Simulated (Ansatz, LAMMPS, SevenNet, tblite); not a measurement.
## Lattice parameter a of zinc-blende HgS (metastable phase): levels of theory against measurement

Reference value: 5.841 Å (measured, 295 K, no zero-point or thermal correction; as tabulated in Cardona et al. (2009), arXiv:0908.2634).

| level (code) | value (Å) | difference (%) |
|---|---|---|
| Stillinger–Weber CdTeZnSeHgS0.sw (LAMMPS) | 5.858 | +0.29 |
| GFN2-xTB (tblite) | 6.446 | +10.4 |
| SevenNet-l3i5 | 6.006 | +2.82 |
| LDA (Ansatz) | 5.812 | -0.50 |
| PBE (Ansatz) | 5.991 | +2.57 |

Leaving aside Stillinger–Weber CdTeZnSeHgS0.sw (doubt noted below): The reference is not for a static lattice or low temperature, so close values are not ranked against it. Off by more than 1.25 %, or 1.75 % on the side where a correction would as a rule narrow the miss (bounds picked here): GFN2-xTB (+10.4 %), SevenNet-l3i5 (+2.82 %), PBE (+2.57 %).

The reference isn't brought to a static lattice, while the calculations are for one, so the differences are not the levels' errors alone. A static lattice is as a rule a little smaller than the measured one.  Density-functional levels without +SOC have no spin–orbit coupling. Stillinger–Weber CdTeZnSeHgS0.sw: the potential file covers more elements than this solid holds. GFN2-xTB: the cell moved over 20 % in volume from its start. GFN2-xTB: the method was fitted mainly to molecules. GFN2-xTB: the run uses a supercell at the zone centre in place of a k mesh. Ansatz's density-functional and Hartree–Fock values are scalar-relativistic unless marked +SOC, with PAW data made under PBE.

Empirical potentials (Stillinger–Weber CdTeZnSeHgS0.sw) are fitted to chosen data: where that held the value shown, agreement is built in, and what lay outside the fit can be far off. Machine-learned potentials (SevenNet-l3i5) are trained on DFT data: a solid inside that data is no test of them.

Differences are worked out from the printed values.

Ansatz is a quantum-chemistry and plane-wave program.
